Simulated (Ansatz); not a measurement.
System: hcp Sc. Method: r²SCAN-D4 in Ansatz (plane waves, PAW).

Numerical settings: plane-wave cutoff 500 eV, 30×30×14 k mesh (along the axes of the cell as run), Fermi–Dirac smearing 0.1 eV, scalar-relativistic PAW data made under PBE.

Computed at the level's own relaxed cell.

**Question.** Predict the equilibrium volume per atom, equilibrium lattice constant a and lattice parameter c.

**Answer.** 
equilibrium volume per atom: 24.76 Å³/atom
equilibrium lattice constant a: 3.318 Å
lattice parameter c: 5.194 Å

Measured, for comparison: lattice constant a 3.309 Å, lattice parameter c 5.268 Å (293 K, not corrected to a static lattice; as tabulated in Wikipedia's data pages). Computed (rounded) less measured: lattice constant a +0.3 %, lattice parameter c -1.4 %. A static lattice is as a rule a little smaller and stiffer than an uncorrected measurement, which narrows the difference in the lattice parameter c and would widen misses of the other sign.

The computed numbers hold no vibrational or temperature effects.

Cost on a shared machine: very roughly 120 core-seconds.

Ansatz is a program for electronic structure.
